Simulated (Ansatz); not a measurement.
# CH₃BO: ionisation energy by level of theory

One table from this session's results is given with a row withheld; the runs are named, their logs left out.

Method: unrestricted cation, the program's frozen cores in correlated methods; program: Ansatz 0.2.0, Gaussian basis.

Plan: UKS PBE-D4/def2-TZVPP; UKS r2SCAN-D4/def2-TZVPP; UKS PBE0-D4/def2-TZVPP; UKS B3LYP-D4/def2-TZVPP; UKS wB97X-V/def2-TZVPP; UKS wB97M-V/def2-TZVPP; UKS B2PLYP/def2-TZVPP; UHF-CCSD(T)/def2-TZVPP; UHF-MP2/def2-QZVPP; extrapolation to the limit; then −ε(HOMO) from the neutral's earlier runs with LDA (SPW92), PBE-D4, revPBE-D4, BLYP-D4, r2SCAN-D4, B97M-V, PBE0-D4, B3LYP-D4, r2SCANh-D4, r2SCAN0-D4, HSE06-D4, BHLYP-D4, CAM-B3LYP-D4, LC-ωPBE, ωB97X-V, ωB97M-V.

1 further run of the same task is left out (it didn't finish).

## The relaxed structure

An earlier PBE0-D4 in a triple-zeta def2 set relaxation fixed the geometry.

SMILES `B1CO1`, 6 atoms, charge 0, spin multiplicity 1.

Atoms are counted from 1 here; the program's logs count them from 0.

Bond lengths: B1–C2 1.510 Å, B1–O3 1.327 Å, B1–H4 1.183 Å, C2–O3 1.500 Å, C2–H5 1.086 Å, C2–H6 1.086 Å. Angles: C2–B1–O3 63.5°, C2–B1–H4 159.3°, O3–B1–H4 137.2°, B1–C2–O3 52.3°, B1–C2–H5 122.4°, B1–C2–H6 122.3°, O3–C2–H5 112.6°, O3–C2–H6 112.6°, H5–C2–H6 114.6°, B1–O3–C2 64.2°.

The first run:

The input, in.yaml:

```yaml
crystal:
  periodic: [false, false, false]
  atoms:
    - {symbol: B, position_ang: [-0.656446, -0.423098, -0.388629]}
    - {symbol: C, position_ang: [0.579005, 0.136266, 0.275477]}
    - {symbol: O, position_ang: [-0.667589, 0.874741, -0.112406]}
    - {symbol: H, position_ang: [-1.387243, -1.212977, -0.880932]}
    - {symbol: H, position_ang: [1.447989, 0.458468, -0.290843]}
    - {symbol: H, position_ang: [0.726384, 0.102602, 1.351034]}
basis:
  gaussian: {orbitals: def2-TZVPP}
total_charge: 1
magnetization: {spin_polarized: true, initial_magnetization: 1}
hamiltonian: {xc: pbe, dispersion: d4}
```

Launch:

```sh
$ ansatz run in.yaml --threads 2 --pin off --events-out ev --progress --plain --max-ram 4352MiB
```

Steps of the session up to this table: Cation, UKS PBE-D4/def2-TZVPP; Cation, UKS r2SCAN-D4/def2-TZVPP; Cation, UKS PBE0-D4/def2-TZVPP; Cation, UKS B3LYP-D4/def2-TZVPP; Cation, UKS wB97X-V/def2-TZVPP; Cation, UKS wB97M-V/def2-TZVPP; Cation, UKS B2PLYP (frozen core)/def2-TZVPP; Cation, UHF-CCSD(T)/def2-TZVPP; Cation, UHF-MP2/def2-QZVPP.

One of the session's tables, all rows but one given; the rest of the session is left out.

Orbital estimates, from the neutral's runs:

```
  functional  −ε(HOMO) (eV)
 LDA (SPW92)           7.09
      PBE-D4           6.92
   revPBE-D4              ?
     BLYP-D4           6.82
   r2SCAN-D4           7.16
      B97M-V           7.23
     PBE0-D4           8.29
    B3LYP-D4           8.08
  r2SCANh-D4           7.67
  r2SCAN0-D4           8.45
    HSE06-D4           7.88
    BHLYP-D4           9.57
CAM-B3LYP-D4           9.75
     LC-ωPBE          11.15
     ωB97X-V          10.74
     ωB97M-V          10.63
```

Estimate the missing values for revPBE-D4.

The run gave: −ε(HOMO) (eV): 6.86. In the column «−ε(HOMO) (eV)» it lies between BLYP-D4 (6.82) and PBE-D4 (6.92).
